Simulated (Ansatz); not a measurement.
Structure relaxation of Fe3RhN

Level of theory: Ansatz, DFT PBEsol, scalar-relativistic, plane waves, PAW. Cutoff 420 eV, Γ-centred k mesh, Gaussian smearing, collinear spin, first started from parallel moments.

The start is a database structure of Fe3RhN, space group Pm-3m (No. 221).

```
CELL_PARAMETERS angstrom
3.83944 0.00000 0.00000
0.00000 3.83944 0.00000
0.00000 0.00000 3.83944
ATOMIC_POSITIONS crystal
Fe 0.00000 0.50000 0.50000
Fe 0.50000 0.50000 0.00000
Fe 0.50000 0.00000 0.50000
Rh 0.00000 0.00000 0.00000
N 0.50000 0.50000 0.50000
```

Steps on the 4×4×4 mesh (5 atoms). 4 of 4 steps are shown, and the free energy counts from the last. Trial steps that were taken back and renewals of the plane-wave basis can be among the rows.

```json
{"step": "1", "ΔF (meV/atom)": "17.1", "V (Å³/atom)": "11.32", "P (GPa)": "-10.06"}
{"step": "2", "ΔF (meV/atom)": "1.4", "V (Å³/atom)": "10.97", "P (GPa)": "-3.53"}
{"step": "3", "ΔF (meV/atom)": "-0.8", "V (Å³/atom)": "10.79", "P (GPa)": "0.35"}
{"step": "4", "ΔF (meV/atom)": "0.0", "V (Å³/atom)": "10.79", "P (GPa)": "0.28"}
```

A final relaxation ran on a 10×10×10 mesh. The relaxed crystal, Pm-3m (No. 221):

```cif
data_structure
_symmetry_space_group_name_H-M 'Pm-3m'
_symmetry_Int_Tables_number 221
_cell_length_a 3.7707
_cell_length_b 3.7707
_cell_length_c 3.7707
_cell_angle_alpha 90.000
_cell_angle_beta 90.000
_cell_angle_gamma 90.000
_cell_volume 53.61
loop_
_atom_site_label
_atom_site_type_symbol
_atom_site_symmetry_multiplicity
_atom_site_Wyckoff_symbol
_atom_site_fract_x
_atom_site_fract_y
_atom_site_fract_z
_atom_site_occupancy
Fe1 Fe 3 c 0.00000 0.50000 0.50000 1
Rh1 Rh 1 a 0.00000 0.00000 0.00000 1
N1 N 1 b 0.50000 0.50000 0.50000 1
```

| Quantity | Value |
| --- | --- |
| Volume per atom | 10.72 Å³ |
| Density | 8.81 g/cm³ |
| Energy over the elements | -0.12 eV/atom |
| Gap on the 10×10×10 mesh | 0 eV (a metal) |
| Net moment per atom | 1.60 μB |
| Largest site moment | 2.19 μB |

Energies over the elements count from the elements' standard structures at the same level (N₂ as a molecule), with no empirical corrections.

The final run used a 10×10×10 mesh on its 5-atom cell and 0.10 eV smearing. For metals, differences of a few meV/atom aren't resolved.

A structure relaxed within its symmetry needn't be a true minimum.

Cost: 3 runs of about 2.2 core-minutes in all, on Arm Neoverse V1 (shared hosts).